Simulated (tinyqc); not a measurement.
Inside a calculation. Method: UHF in the sto-3g basis, for OH-, spin multiplicity 1. The basis has no diffuse functions, so it cannot describe the extra electron: this is an exercise in the method, not the real anion. This run ends on a higher stationary point, not on the lowest solution. One step of it, computed by the program tinyqc.

Task: Iteration 2: DIIS coefficients. Solve [B -1; -1 0][c; lambda] = [0; -1] for the coefficients, which sum to one.

B (overlaps of the stored error matrices):
```
[[2.0950366e-01, 2.0178696e-01],
 [2.0178696e-01, 2.0949141e-01]]
```

Give: DIIS coefficients.

Result:

DIIS coefficients: [0.4996, 0.5004]
